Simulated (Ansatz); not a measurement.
`[BH3-][SH2+]`. The species carries charge 0 and has multiplicity 1.

```
atom   x (Å)   y (Å)   z (Å)
  B1   0.035   0.809  -0.286
  S2  -0.201  -1.147  -0.145
  H3   0.860   0.864  -1.166
  H4   0.386   1.199   0.796
  H5  -1.073   1.136  -0.638
  H6   0.926  -1.560   0.465
  H7  -0.932  -1.301   0.974
```

Give the diagnostics of a CCSD(T)/def2-TZVPP run (frozen core, the Gaussian-basis code of Ansatz). (Estimate.)

Ansatz gave: T1 = 0.0106, largest single amplitude 0.014, largest double 0.036, (T) share of the correlation energy 3.6 %, 9 CCSD cycles. The RHF solution is stable towards an unrestricted one. T1 lies under the customary mark of 0.02 for closed shells.
